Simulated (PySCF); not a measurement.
CH₃: umbrella curve

Level of theory: PySCF, UPBE, basis C def2-TZVP, H def2-TZVP (no relativity, density fitting).

Rigid scan from the doublet minimum (C–H 1.087 Å (×3); H–C–H 120.0° (×3)). Coordinate: angle between each bond and the threefold axis, bonds fixed. Energies in kJ/mol from the minimum.

Task: Predict the curve at 55, 60, 65, 70, 75, 80, 85, 90.

Result: 
```csv
angle of the bonds to the threefold axis (°),E (kJ/mol),dipole size (D),⟨S²⟩
55,155.1,0.90,0.75
60,99.0,0.83,0.75
65,58.6,0.76,0.75
70,31.4,0.66,0.75
75,14.5,0.54,0.75
80,5.3,0.39,0.75
85,1.1,0.20,0.75
90,0.0,0.00,0.75
```

Other isomers or separated fragments may lie lower.

The scan took 9.8 s on 2 threads of a shared Intel Xeon Platinum 8488C (Sapphire Rapids) host; the process peaked at 0.66 GiB. Launch command: `OMP_NUM_THREADS=2 python axn.py task.json out`.
